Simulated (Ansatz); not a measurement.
Correlation energies of C$_{4}$H$_{7}$NO (`COCCC#N`) by basis set

```xyz
13

C    -1.418    1.188    0.898
O    -0.721    0.012    0.584
C     0.533    0.263    0.026
C     1.151   -1.065   -0.374
C     0.432   -1.711   -1.461
N    -0.124   -2.208   -2.335
H    -2.378    0.895    1.321
H    -1.594    1.800    0.004
H    -0.873    1.794    1.635
H     0.448    0.920   -0.852
H     1.195    0.758    0.752
H     2.187   -0.911   -0.687
H     1.162   -1.736    0.489
```

The species carries charge 0 and has multiplicity 1. The structure was optimised at the PBE0-D4/def2-TZVP level. It is one conformer, not always the lowest. Frozen core, restricted reference, Ansatz. CBS rows extrapolate triple and quadruple zeta; past MP2 they add the triple-zeta difference.

```json
{"basis": "def2-SVP", "HF (Eh)": "-284.62018", "MP2 corr.": "-0.88165"}
{"basis": "def2-TZVPP", "HF (Eh)": "-284.95003", "MP2 corr.": "-1.08658"}
{"basis": "def2-QZVPP", "HF (Eh)": "-284.96272", "MP2 corr.": "-1.16030"}
```

(1) Estimate the CCSD correlation energy and the (T) correction in each basis where they were run (hartree).

Answers

(1) 
```tsv
basis	CCSD corr.	(T)
def2-SVP	-0.93088	-0.03027
def2-TZVPP	-1.12105	-0.04837
CBS(def2)	-1.24939	as TZ
```
